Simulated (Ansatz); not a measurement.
Program: Ansatz. Geometries: PBE0-D4/def2-TZVP. ΔE: electronic, gas phase. CCSD(T)/CBS adds triple-zeta CCSD(T) − MP2 to the extrapolated MP2 energy (def2 sets, frozen cores). This one scheme is used for every species. Functionals use def2-TZVPP. B3LYP here is the variant with VWN-RPA as its local correlation; programs differ in this. HSE06 is defined as in plane-wave codes. For Mg outer-core shells are correlated without core-valence functions, which leaves a few kJ/mol of doubt a bond.

`C[O][MgH]` + `O[SiH3]` → `[MgH][O][SiH3]` + CH₃OH  (ligand exchange at a Mg–O bond)

`C[O][MgH]`:

Cartesian coordinates in Å:
```
C 0.629 0.440 0.869
O -0.117 -0.081 -0.162
Mg -1.074 -0.751 -1.483
H 1.638 0.004 0.904
H 0.163 0.252 1.847
H 0.752 1.529 0.775
H -1.992 -1.392 -2.750
```

`O[SiH3]`:

Cartesian coordinates in Å:
```
O 0.797 0.530 0.852
Si -0.091 -0.185 -0.338
H 0.330 0.871 1.615
H -0.836 -1.370 0.170
H 0.881 -0.607 -1.372
H -1.080 0.759 -0.928
```

`[MgH][O][SiH3]`:

Cartesian coordinates in Å:
```
Mg 1.842 0.150 1.186
O 0.336 0.026 0.217
Si -1.015 -0.083 -0.654
H 3.257 0.267 2.097
H -2.080 0.819 -0.124
H -0.779 0.294 -2.079
H -1.561 -1.473 -0.643
```

CH₃OH:

Z-matrix (Å, degrees):
```
C
O 1 1.409
H 1 1.097 2 112.4
H 1 1.090 2 107.0 3 -118.5
H 1 1.097 2 112.4 3 123.0
H 2 0.959 1 108.5 3 -61.6
```

```tsv
level	ΔE (kcal/mol)	difference from CCSD(T)/CBS
LDA (SPW92)	-7.2	2.3
PBE-D4	-8.2	1.3
revPBE-D4	-8.5	1.0
BLYP-D4	-8.2	1.3
r2SCAN-D4	-8.8	0.7
B97M-V	-9.4	0.1
PBE0-D4	-8.8	0.7
r2SCAN0-D4	-9.1	0.4
HSE06-D4	-8.8	0.7
BHLYP-D4	-9.4	0.1
CAM-B3LYP-D4	-8.5	1.0
ωB97X-V	-8.9	0.6
ωB97M-V	-8.8	0.7
B2PLYP	-8.8	0.7
PBE-QIDH	-9.3	0.2
PBE	-8.0	1.5
revPBE	-8.3	1.2
BLYP	-7.9	1.6
r2SCAN	-8.7	0.8
PBE0	-8.7	0.8
B3LYP	-8.4	1.1
r2SCANh	-8.9	0.6
r2SCAN0	-9.1	0.4
CAM-B3LYP	-8.4	1.1
RPA@PBE/def2-TZVPP	-9.8	-0.3
HF/def2-SVP	-9.6	-0.1
MP2/def2-SVP	-8.8	0.7
CCSD/def2-SVP	-9.0	0.5
CCSD(T)/def2-SVP	-8.9	0.6
HF/def2-TZVPP	-10.0	-0.5
MP2/def2-TZVPP	-9.3	0.2
SCS-MP2/def2-TZVPP	-9.5	0.0
CCSD/def2-TZVPP	-9.7	-0.2
CCSD(T)/def2-TZVPP	-9.7	-0.2
HF/def2-QZVPP	-10.1	-0.6
MP2/def2-QZVPP	-9.3	0.2
SCS-MP2/def2-QZVPP	-9.5	0.0
HF/CBS(def2)	-10.1	-0.6
MP2/CBS(def2)	-9.2	0.3
CCSD/CBS(def2)	-9.6	-0.1
CCSD(T)/CBS	-9.5	0
```

Largest T1 diagnostic among the species: 0.011.

From BLYP to BHLYP (50 % exact exchange), in def2-TZVPP and without D4, ΔE moves by −1.1 kcal/mol. Leaving LDA and LC-ωPBE aside and taking each functional with its dispersion term where it has one, the values spread over 1.2 kcal/mol, from B97M-V to PBE-D4. LDA lies +0.8 kcal/mol from PBE without D4.
